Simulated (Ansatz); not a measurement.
Results of PBE0 (PAW; Ansatz, a first-principles code) for pyrite RuS2.

Numerical settings: plane-wave cutoff 460 eV, 4×4×4 k mesh, Fermi–Dirac smearing 0.01 eV, no spin polarisation, scalar-relativistic PAW data made under PBE.

Cell (measured lattice):

```xyz
12
Lattice="5.6100 0.0000 0.0000 0.0000 5.6100 0.0000 0.0000 0.0000 5.6100" Properties=species:S:1:pos:R:3 pbc="T T T"
Ru     0.0000     2.8050     2.8050
Ru     2.8050     0.0000     2.8050
Ru     0.0000     0.0000     0.0000
Ru     2.8050     2.8050     0.0000
S      3.4433     4.9717     0.6383
S      0.6383     3.4433     4.9717
S      3.4433     3.4433     3.4433
S      2.1667     2.1667     2.1667
S      4.9717     0.6383     3.4433
S      4.9717     2.1667     0.6383
S      0.6383     4.9717     2.1667
S      2.1667     0.6383     4.9717
```

Question: Give the computed band gap and smallest direct gap on the k points sampled.

Answer: 
band gap: 2.21 eV
smallest direct gap on the k points sampled: 2.58 eV

Note: cell and atoms aren't relaxed at this level (largest force component 0.41 eV/Å, pressure -1.3 GPa).

Spin–orbit coupling is not included.

The computed numbers hold no vibrational or temperature effects.

The result took around 8 core-minutes (rough).
